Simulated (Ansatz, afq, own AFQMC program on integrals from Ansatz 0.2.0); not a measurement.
# Where AFQMC and coupled cluster stand for CH₄GeN, doublet

| atom | x (Å) | y (Å) | z (Å) |
| --- | --- | --- | --- |
| Ge | -0.9191 | 0.0000 | 0.0000 |
| H | -1.4306 | 1.4466 | 0.0000 |
| H | -1.4306 | -0.7233 | 1.2528 |
| H | -1.4306 | -0.7233 | -1.2528 |
| H | 0.7749 | 0.0000 | 0.0000 |
| N | 3.2380 | 0.0000 | 0.0000 |
| C | 2.0779 | 0.0000 | 0.0000 |

Basis cc-pVDZ. Noble-gas cores (and the filled d shells of Ga–Kr and In–Xe) are frozen. AFQMC by an in-house program on the Cholesky factors that Ansatz 0.2.0 writes for its CCSD(T) run. ph-AFQMC/CISD is guided by a CISD state made of CCSD amplitudes; releasing the constraint for a short imaginary time cuts its bias at the price of noise, slowly where states lie close. Uncertainties: one standard error, sampling alone. No spin–orbit coupling.

Determinant: ROHF, the one that the program's search chose, which needn't be the lowest solution. The geometry is a point of a scan.

No full CI on the walks' own integrals is used here; CCSDT(Q) serves as the reference and is uncertain by about the last step of the cluster series.

Cautions: no relativity below Rb; no spin-orbit coupling; inner d shell frozen; a spin-contaminated unrestricted determinant lies lower (UHF 242 meV lower, ⟨S²⟩ 0.94).

The T1 diagnostic is 0.0206. The weight of the determinant in the CISD state is 0.819 and the size of the correlated space is 17 electrons in 59 orbitals.

```csv
level,correlation energy (eV)
MP2,-10.7503
CCSD,-11.6526
CCSD(T),-12.0966
```

Task: Estimate where AFQMC with the constraint released lies against CCSD(T) on the same integrals.

Result: 7.0 ± 0.7 kJ/mol below CCSD(T).

Reference: CCSDT(Q), correlation energy -12.165 eV. The released energy is read at 1.50 1/Eh (meV from the phaseless value at times in 1/Eh: -15 ± 9 at 0.24, -18 ± 7 at 0.51, -19 ± 6 at 0.99, -22 ± 7 at 1.50).

```tsv
level	E − E(reference) (kJ/mol)	share of correlation (%)
CCSD(T)	6.6	99.44
CCSDT	4.4	99.62
ph-AFQMC/CISD	1.7 ± 0.8	99.86
released AFQMC	-0.4 ± 0.7	100.04
```

A walk keeps the symmetry of its determinant, which the program's search chose and which needn't be the lowest solution, so a lower state of the same spin and another symmetry isn't excluded. Released energies are given only where the last usable release times agree within the noise; a slower fall can still hide under it.
